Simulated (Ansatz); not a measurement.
Energy needed to pull apart C2H4S (SMILES C=CS), singlet, into free ground-state atoms, from the structure below (displaced at random from its PBE0-D4/def2-TZVP minimum); no zero-point or spin–orbit terms; open-shell atoms are treated unrestricted, in their ground-state multiplicity.

```xyz
7
angstrom
C -0.9317 0.3019 -0.5176
C 0.2298 0.1395 0.0623
S 0.8134 -1.3612 0.6636
H -1.6434 -0.5106 -0.7143
H -1.2711 1.2735 -0.8995
H 0.9090 1.0019 0.2204
H 1.9790 -0.9795 1.1063
```

Ansatz 0.2.0; basis: def2-TZVPP; cores frozen in the correlated methods.

| method | atomization energy (eV) |
| --- | --- |
| PBE-D4 | ? |
| r2SCAN-D4 | ? |
| PBE0-D4 | 27.14 |
| wB97M-V | 27.06 |
| HF | 19.58 |
| MP2 | 26.54 |
| CCSD | 25.76 |
| CCSD(T) | 26.20 |

(1) What does PBE-D4 give? (An estimate is asked for; the value comes from the calculation.)

(2) What does r2SCAN-D4 give? (Judge from chemistry; the value comes from the calculation.)

T1 diagnostic: at most 0.012.

## Answers

(1) Computed: 27.65 eV, which is about 1.45 eV more than CCSD(T)/def2-TZVPP.

(2) By the calculation: 27.06 eV, which is about 0.86 eV more than CCSD(T)/def2-TZVPP.

In triple zeta the MP2 and coupled-cluster atomization energies are still short of their basis limit by a few kcal/mol a bond, whereas those of the functionals are nearly converged, so these differences are not deviations from converged CCSD(T).

For scale, one of the runs: CCSD(T)/def2-TZVPP forces, 160 basis functions (an equivalent command: `ansatz run in.yaml --threads 2`). The run took 110 s on 2 CPU threads (shared host), with 2 GiB of host memory at its peak.
